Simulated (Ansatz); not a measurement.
Basis-set extrapolation for C3H7NS (`CN(C)C=S`) (PBE0-D4/def2-TZVP geometry, frozen core, Ansatz). Multiplicity 1, RHF reference.

|  | def2-TZVPP | def2-QZVPP |
| --- | --- | --- |
| HF | -569.721253 | -569.740671 |
| MP2 correlation | -0.893739 | -0.955687 |
| CCSD(T) correlation | -0.980962 | not run |

Energies in hartree. Use E(X) = E(∞) + A·exp(−7.88·√X) for Hartree–Fock and E(X) = E(∞) + B·X^(−2.97) for correlation, with X = 3 and 4, and add CCSD(T) minus MP2 of the smaller set to the MP2 limit.

Task: What is the CCSD(T) energy at the basis-set limit?

Result: HF limit: -569.740671 + (-0.019418) × 0.13774 = -569.74335. MP2 limit: -0.955687 + (-0.061948) × 0.74074 = -1.00157. Higher-order term: -0.980962 − (-0.893739) = -0.08722. Total: -570.83214 hartree, 341.1 kJ/mol below CCSD(T)/def2-TZVPP.
